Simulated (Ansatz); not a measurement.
Computed with Ansatz.

A structure relaxed at PBE0-D4/def2-TZVP, charge 0, multiplicity 1:

| atom | x (Å) | y (Å) | z (Å) |
| --- | --- | --- | --- |
| F1 | -0.894 | -1.428 | -0.339 |
| C2 | -0.383 | -0.208 | -0.237 |
| N3 | 0.085 | 0.203 | 1.062 |
| C4 | 1.093 | 1.017 | 0.579 |
| N5 | 1.052 | -0.091 | -0.245 |
| H6 | -0.953 | 0.507 | -0.820 |

Question: Give its formula and SMILES.

Answer: C2HFN2, `FC1N=C=N1`.

Question: Point group (tolerance 0.08 Å, 0.16 Å for H)?

Answer: Cs.

Question: Summarise the bond lengths by kind.

Answer: 1 × C–F 1.326 Å; 4 × C–N 1.382 to 1.441 Å; 1 × C–H 1.085 Å.
